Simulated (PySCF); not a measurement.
**Calculated properties of `C=N` (methanimine)**

Species: methanimine, CH3N.
Atom-mapped SMILES: `[CH2:1]=[NH:2]` (hydrogens: H3, H4 on C1; H5 on N2)

Structure used (GFN2-xTB), in Å, numbered top down from 1:
```xyz
5
CH3N angstrom
C     -0.3882    0.0078   -0.1751
N      0.7362   -0.5328   -0.2214
H     -0.6150    1.0610   -0.3748
H     -1.2354   -0.6144    0.0873
H      1.5111    0.0812   -0.4716
```

Among its groups: imine.

GFN2-xTB geometry:

* Point group of the GFN2-xTB geometry: Cs
* Rotational constants A, B, C of the GFN2-xTB geometry: 205.541, 35.394, 30.195 GHz

PBE0/pcSseg-1 ground state and GIAO shieldings, non-relativistic (PySCF):

- Dipole moment: 1.97 D
- HOMO energy: -7.49 eV
- LUMO energy: -0.21 eV
- HOMO–LUMO gap: 7.28 eV
- Lowest Hirshfeld atomic charge: -0.22 e on N2
- Highest Hirshfeld atomic charge: +0.11 e on H5
- 13C chemical shifts (computed TMS as zero) by class: 166.0 (C1) ppm
- 1H chemical shifts (computed TMS as zero) by class: 11.95 (H5), 8.15 (H3), 7.90 (H4) ppm
- Isotropic shieldings of nuclei other than C and H, by class: -128 (N2) ppm
- Mayer bond orders between heavy atoms: C1–N2 2.05

From B3LYP/pcJ-1 indirect spin-spin coupling, non-relativistic, gas phase (PySCF):

- Largest of the computed one-bond spin–spin couplings (means over like bonds): 13C–1H +182.3 (C1–H4), 13C–1H +160.0 (C1–H3), 15N–1H -50.2 (N2–H5), 15N–13C -6.5 (N2–C1) Hz

Monoisotopic mass from the formula: 29.0265 u.

The rotational constants make it an asymmetric top with κ = (2B − A − C)/(A − C) = -0.94, nearer the prolate limit (−1). In atomic units the dipole is 0.78 e·bohr (1 au = 2.5417 D). With B = h/(8π²I), that is 505.379 GHz u Å² over I, the principal moments of inertia are 2.46, 14.3 and 16.7 u Å² (most abundant isotopes); the inertial defect Ic − Ia − Ib is -0.1 u Å² (zero for a rigid planar frame, negative otherwise).

